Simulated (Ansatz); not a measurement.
# Isomers and spin states of BSiN

Ansatz 0.2.0, basis cc-pVDZ; geometries are PBE0/def2-TZVP minima. Wave-function levels freeze the cores; HF, MP2 and coupled cluster are restricted for singlets and unrestricted otherwise, Kohn–Sham unrestricted where that lies lower. The reference is CCSDT(Q) (coupled cluster only where its series has nearly closed). Semilocal and hybrid functionals correlate all electrons outside any core potential and usually lie nearer their basis limit than the reference, so part of their error here is the reference's basis and frozen-core error; RPA and the MP2 part of double hybrids freeze the same cores as the reference. None of these values is a measured one. Energies are electronic, without zero-point terms. The set is small: such energies can lie up to about 0.3 eV from the limit, spin gaps mostly less, so near ties and functionals' places can change in larger sets. No spin–orbit coupling and no scalar relativity. The species are chosen: bound, without strong static correlation by their natural occupations or amplitudes, and with a ladder that closes on the reference, so errors are smaller than for species at large; levels whose determinant breaks symmetry or spin markedly are left out.

A. triplet; B–N 1.274, N–Si 1.674, angle at N 180°. Coordinates (Å): B 0.000 0.000 -1.408; N 0.000 0.000 -0.133; Si 0.000 0.000 1.541
B. singlet; B–N 1.366, N–Si 1.578, angle at N 180°. Coordinates (Å): B 0.000 0.000 1.437; N 0.000 0.000 0.071; Si 0.000 0.000 -1.507

Problem. From bonding and spin, estimate the order of these in energy at CCSDT(Q), each at its own geometry.

Solution. At CCSDT(Q), above the lowest of those listed: B (0.0 kcal/mol), A (29.3 kcal/mol).

```json
{"level": "CCSDT(Q)", "A less B (kcal/mol)": "29.3"}
{"level": "HF", "A less B (kcal/mol)": "11.1"}
{"level": "CCSD", "A less B (kcal/mol)": "28.2"}
{"level": "CCSD(T)", "A less B (kcal/mol)": "29.6"}
{"level": "PBE", "A less B (kcal/mol)": "20.8"}
{"level": "r2SCAN", "A less B (kcal/mol)": "16.4"}
{"level": "PBE0", "A less B (kcal/mol)": "20.6"}
{"level": "B3LYP", "A less B (kcal/mol)": "25.3"}
{"level": "RPA-PBE", "A less B (kcal/mol)": "33.3"}
```

Every level shown puts the same form lowest.

The geometries are PBE0's, not this basis's own minima.

⟨S²⟩ of impure determinants: A (CCSD(T) 2.14).
